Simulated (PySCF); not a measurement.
Sodium amide, H2NNa.
Atom-mapped SMILES: `[NH2:1][Na:2]` (hydrogens: H3, H4 on N1)

A GFN2-xTB structure was refined with PBE0-D3(BJ)/def2-TZVP geometry optimisation, gas phase in PySCF 2.14.0. Its GFN2-xTB values:

```json
{"coordinate": "N1–Na2", "GFN2-xTB": "2.048 Å"}
{"coordinate": "N1–H3", "GFN2-xTB": "1.061 Å"}
{"coordinate": "Na2–N1–H3", "GFN2-xTB": "119.4°"}
{"coordinate": "H3–N1–H4", "GFN2-xTB": "100.8°"}
```

Q: How do these coordinates change at the PBE0-D3(BJ)/def2-TZVP level?

A: 
```csv
coordinate,PBE0-D3(BJ)/def2-TZVP (Å or °),change
N1–H3,1.014,-0.047
N1–Na2,2.076,+0.028
Na2–N1–H3,127.0,+7.6
H3–N1–H4,104.7,+3.9
```

The energy falls by 0.081 eV over 7 energy and gradient evaluations, the largest force component goes from 0.0423 to 2.1e-04 Eh/bohr, and the atoms move by 0.117 Å rms after alignment. The bond that changes most is N1–H3 (ends: nitrogen bonded to Na and 2 H; N–H hydrogen), which shortens by 0.047 Å. Bonds longer at the end by more than 0.005 Å: 2 of 3; shorter: 1. Rotational constants go from 327326, 11788, 11524 to 383841, 11375, 11056 MHz.

The run used 75 basis functions and 49 SCF cycles in all.

PBE0-D3(BJ)/def2-TZVP frequencies: not computed here.
